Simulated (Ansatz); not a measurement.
One change: `CN1CSC1` becomes `C1NCS1`.

Ansatz, PBE0-D4/def2-TZVP geometries, multiplicity 1. 

| property | `CN1CSC1` |
| --- | --- |
| size of the dipole moment (B3LYP/def2-TZVPP) / D | 1.85 |
| size of the dipole moment (PBE/def2-TZVPP) / D | 1.83 |
| size of the dipole moment (ωB97M-V/def2-TZVPP) / D | 1.85 |
| HOMO–LUMO gap (ωB97M-V/def2-TZVPP) / eV | 10.60 |
| HOMO energy (PBE0/def2-TZVPP) / eV | -6.25 |
| HOMO–LUMO gap (B3LYP/def2-TZVPP) / eV | 5.83 |

Task: What does the change do to each property? (An estimate is asked.)

Result: Ansatz gave: 
```
                                          property  `C1NCS1`  shift
  size of the dipole moment (B3LYP/def2-TZVPP) / D      1.94   0.09
    size of the dipole moment (PBE/def2-TZVPP) / D      1.93   0.10
size of the dipole moment (ωB97M-V/def2-TZVPP) / D      1.95   0.10
           HOMO–LUMO gap (ωB97M-V/def2-TZVPP) / eV     10.49  -0.11
                HOMO energy (PBE0/def2-TZVPP) / eV     -6.27  -0.02
             HOMO–LUMO gap (B3LYP/def2-TZVPP) / eV      5.73  -0.10
```

Dipoles are sizes alone; their direction can turn.

B3LYP here is the variant with VWN-RPA as its local correlation; programs differ in this.
